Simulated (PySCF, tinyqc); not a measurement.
Ways to converge the cycle: SCF convergence aids in the sto-3g basis, for HF, spin multiplicity 1. Computed by the program tinyqc with PySCF. Command: `OMP_NUM_THREADS=1 python tinyqc.py 110613 110614 out.jsonl`; one thread of a shared host (Intel(R) Xeon(R) Processor @ 2.60GHz), about 0.4 s.

Geometry (angstrom):

| atom | x | y | z |
|---|---|---|---|
| F | 0.0000 | 0.0000 | 0.0000 |
| H | 0.0000 | 0.0000 | 1.7260 |

lowest restricted solution found by these runs and by PySCF = -98.334927 hartree

RHF with one setting changed at a time; a run stops when the energy changes by less than 1e-09 hartree and the error matrix is below 1e-5. The start is random orbitals. Damping d keeps d of the old density; a shift (hartree) raises the virtual levels; DIIS n extrapolates F over n matrices.

Largest element of the error matrix X^T (FDS - SDF) X:

| iteration | plain | damping 0.3 | damping 0.6 | shift 0.4 | DIIS 3 | DIIS 8 |
|---|---|---|---|---|---|---|
| 1 | 2.1e+01 | 2.1e+01 | 2.1e+01 | 2.1e+01 | 2.1e+01 | 2.1e+01 |
| 2 | 2.7e-01 | 5.9e+00 | 1.2e+01 | 4.8e-01 | 2.7e-01 | 2.7e-01 |
| 3 | 4.4e-01 | 1.8e+00 | 7.1e+00 | 3.1e-01 | 4.5e-01 | 4.5e-01 |
| 4 | 2.9e-01 | 5.3e-01 | 4.2e+00 | 7.6e-02 | 1.2e-01 | 1.2e-01 |
| 5 | 1.7e-01 | 1.6e-01 | 2.5e+00 | 2.3e-02 | 2.2e-02 | 2.2e-02 |
| 6 | 8.6e-02 | 4.8e-02 | 1.5e+00 | 2.1e-02 | 6.9e-03 | 6.0e-03 |
| 8 | 2.3e-02 | 6.6e-03 | 5.5e-01 | 1.6e-02 | 1.3e-03 | 8.8e-04 |
| 10 | 5.8e-03 | 4.9e-03 | 2.0e-01 | 1.3e-02 | 8.5e-05 | 5.6e-06 |
| 14 | 9.4e-04 | 2.8e-03 | 2.6e-02 | 8.0e-03 | - | - |
| 20 | 2.7e-04 | 1.2e-03 | 3.8e-03 | 3.8e-03 | - | - |
| 30 | 3.2e-05 | 2.8e-04 | 1.7e-03 | 1.1e-03 | - | - |
| 45 | - | 3.3e-05 | 5.2e-04 | 1.8e-04 | - | - |
| 60 | - | - | 1.6e-04 | 2.8e-05 | - | - |

How each run ends:

| run | iterations | E (hartree) | state |
|---|---|---|---|
| plain | 36 | -98.33493 | lowest found |
| damping 0.3 | 54 | -98.33493 | lowest found |
| damping 0.6 | >60 | -98.33493 | falls steadily but slowly, by a factor of about 0.92 a step |
| shift 0.4 | >60 | -98.33493 | falls steadily but slowly, by a factor of about 0.88 a step |
| DIIS 3 | 12 | -98.33493 | lowest found |
| DIIS 8 | 11 | -98.33493 | lowest found |

4 of 6 runs reach the lowest restricted solution found, in 11 to 54 iterations (fastest: DIIS 8). Not converged: damping 0.6, shift 0.4. Plain steps already contract here, so damping only slows them. DIIS 3 and DIIS 8 gain by cancelling the error over several earlier matrices, much as a quasi-Newton step does. The restricted reference is unstable here: a spin-polarised solution lies 0.1260 hartree lower (PySCF), so results built on it describe a poor reference.
